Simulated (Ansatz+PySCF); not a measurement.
doublet C₃H₈(+): levels of theory in one basis

```xyz
11

C     0.0000    0.0000    0.5877
C     0.0000    1.2669   -0.2602
C     0.0000   -1.2669   -0.2602
H    -0.8769    0.0000    1.2447
H     0.8769    0.0000    1.2447
H     0.0000    2.1662    0.3621
H     0.0000   -2.1662    0.3621
H     0.8836    1.3042   -0.9044
H    -0.8836    1.3042   -0.9044
H    -0.8836   -1.3042   -0.9044
H     0.8836   -1.3042   -0.9044
```

Basis set: cc-pVTZ (spherical functions). Left uncorrelated: 3 orbitals. Correlation on ROHF uses semicanonical orbitals with singles. Charge 1, multiplicity 2.

Computed with Ansatz (development build ahead of 0.2.0); each method stands on the lowest determinant of its kind that the runs found.

| method | E − E(ROHF) (eV) | <S²> of the determinant |
| --- | --- | --- |
| ROHF | 0.00 | 0.75 |
| UHF | -0.15 | 0.77 |
| ROHF-MP2 | -13.92 | – |
| UHF-MP2 | -14.02 | 0.77 |

(1) Is a single determinant a sound starting point here?

Answers

(1) Only with care. Unrestricted orbitals gain 0.15 eV and <S²> is 0.77 against 0.75 for a pure state, but several determinants compete.

Caution for ROHF, ROHF-MP2: the determinant breaks the point group. Caution for ROHF-MP2, UHF-MP2: MP2 on this radical cation hangs on the determinant chosen. Caution for ROHF-MP2: another reference gives a lower total. Caution for UHF-MP2: a plain start can end on a higher determinant.
